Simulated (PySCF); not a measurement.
# Dipole moment and polarisability of `CC(C)(C)CO`

C5H12O.
SMILES with atom numbers: `[CH3:1][C:2]([CH3:3])([CH3:4])[CH2:5][OH:6]` (hydrogens: H7, H8, H9 on C1; H10, H11, H12 on C3; H13, H14, H15 on C4; H16, H17 on C5; H18 on O6)

Cartesian coordinates in Å at the GFN2-xTB level; atoms count from 1:
```xyz
18
C5H12O angstrom
C     -0.4779   -0.9346    1.0677
C      0.1508   -0.0555   -0.0182
C      0.9024    1.1086    0.6295
C      1.1120   -0.9003   -0.8559
C     -0.9484    0.5010   -0.9464
O     -1.8964    1.3100   -0.2955
H      0.3009   -1.4190    1.6519
H     -1.1007   -1.7089    0.6224
H     -1.0848   -0.3425    1.7504
H      1.4432    1.6768   -0.1234
H      0.2017    1.7786    1.1223
H      1.6147    0.7428    1.3655
H      1.9207   -1.2776   -0.2343
H      0.5938   -1.7494   -1.2968
H      1.5438   -0.3084   -1.6594
H     -0.4953    1.1431   -1.7057
H     -1.4481   -0.3357   -1.4586
H     -2.3411    0.7774    0.3729
```

Level: B3LYP/def2-SVPD (PySCF), static field, nuclei fixed, core orbitals frozen in the response. The polarisability tensor in these axes (au):

```
x   68.79 -1.22 -0.86
y   -1.22 67.29  0.30
z   -0.86  0.30 66.96
```

Q: What are the eigenvalues, a third of the trace, and Δα (Δα² = ½Σ(αi − αj)² over the three pairs)?

A: Principal values 66.48, 66.80 and 69.76 au; mean 67.68 au = 10.03 Å³ = 11.16 × 10⁻⁴⁰ C²·m²/J; Δα = 3.13 au (5 % of the mean).

Q: What is the dipole moment, and where does it point?

A: (0.47, -1.57, 0.45) D, 1.70 D in size, pointing from the negative to the positive side. Measured along this direction, the outermost atoms are O6 at the negative end and H7 at the positive end.

Q: Find the Langevin capture rate constant for H3+ (3.023 u) meeting this molecule (88.089 u), k = 2.342 × 10⁻⁹ cm³/s × √(α in Å³ / reduced mass in u).

A: The reduced mass is 2.92 u, so k = 4.34 × 10⁻⁹ cm³/s. The formula leaves out the permanent dipole, which adds to the capture rate.

Q: What are the principal values of the traceless quadrupole moment, Θ = ½Σq(3rr − r²1), about the centre of nuclear charge?

A: -6.66, 1.09, 5.57 D·Å. The values depend on the origin, since the dipole doesn't vanish. The electronic extent ⟨r²⟩ about the same centre is 650 bohr², a root-mean-square distance of 1.91 Å for the 50 electrons.

Q: In a dilute gas of rigid molecules at 500 K, how does the orientational term μ²/3kT compare with the electronic polarisability?

A: In Gaussian units μ²/3kT = 13.96 Å³ against 10.03 Å³, a ratio of 1.39; the Debye molar polarisation (4π/3)N_A(α + μ²/3kT) is 60.5 cm³/mol, leaving out the vibrational part.

Q: Estimate the molar refractivity from the static electronic polarisability.

A: Lorentz–Lorenz: R = (4π/3)N_A α = 2.5225 cm³/(mol·Å³) × 10.03 Å³ = 25.3 cm³/mol, in the limit of long wavelengths.

Isolated species at its GFN2-xTB geometry (one conformer only).
